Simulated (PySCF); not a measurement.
# Carbon: a sound run and one with changed settings

Sound run: C [He] 2s2 2p2, C⁺ [He] 2s2 2p1. All numbers are calculated (PySCF 2.14, no relativity, point nucleus, in cc-pVTZ (4s3p2d1f, 30 functions)). In the sound run the correlated levels freeze 1s2. The sound run starts from symmetry-adapted Hartree-Fock orbitals and uses a fine grid where one is needed.

Changed run: a valence shell is frozen. This setting is unsound on purpose.

| species | method | sound run (hartree) | changed run (hartree) | converged |
| --- | --- | --- | --- | --- |
| C | MP2 | -37.75849 | -37.69880 | yes |
| C | CCSD(T) | -37.78076 | -37.70109 | yes |

Ionisation energy of C:

| method | sound run (eV) | changed run (eV) |
| --- | --- | --- |
| UHF | 10.798 | 10.798 |
| MP2 | 11.240 | 10.995 |
| SCS-MP2 | 11.111 | 10.864 |
| CCSD | 11.142 | 11.057 |
| CCSD(T) | 11.166 | 11.057 |
| CCSDT | n/a | 11.057 |
| FCI | n/a | 11.057 |

Freezing a valence shell removes pair correlation that changes on ionisation.

For comparison, NIST gives 11.260 eV between the lowest levels.
